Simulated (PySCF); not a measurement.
All values below come from BP86-D3(BJ)/def2-TZVP // BP86-D3(BJ)/def2-SVP (PySCF). Gas-phase values, no solvent. 

Reference species (SMILES): `[OH]` (neutral, multiplicity 2).

```
Quantity                          Value
-----------------------------  --------
dipole moment                    1.74 D
highest occupied spin orbital  -7.30 eV
```

Changed species: `C[N]C` (free radical N(CH3)2; the reference has free radical OH).

Task: Predict the effect on the dipole moment and highest occupied spin orbital.

Result: the dipole moment hardly moves; the highest occupied spin orbital rises by 1.64 eV, to -5.66 eV.
